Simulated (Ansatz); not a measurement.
Program: Ansatz. Geometries: PBE0-D4/def2-TZVP. ΔE: electronic, gas phase. CCSD(T)/CBS is the MP2 limit (def2-TZVPP, def2-QZVPP) plus CCSD(T) − MP2 in def2-TZVPP, frozen cores. This one scheme is used for every species. Functionals use def2-TZVPP.

Consider the substitution at a C–C bond: `CC#CC(F)F` + CH₃NH₂ → `CC#CNC` + difluoromethane.

```
    species  ωB97M-V energy (Eh)
`CC#CC(F)F`           -354.48400
     CH₃NH₂            -95.84061
   `CC#CNC`           -211.29262
      `FCF`           -239.02308
```

Q: Work out ΔE.

A: ΔE = (-211.29262) + (-239.02308) − (-354.48400) − (-95.84061) = 0.00891 Eh = +23.4 kJ/mol. CCSD(T)/CBS gives +26.0 kJ/mol.

Largest T1 diagnostic among the species: 0.012.

In def2-TZVPP, CCSD(T) changes the Hartree–Fock value by +8.6 kJ/mol (the triples alone add +0.8 kJ/mol) and MP2 by +7.0 kJ/mol.
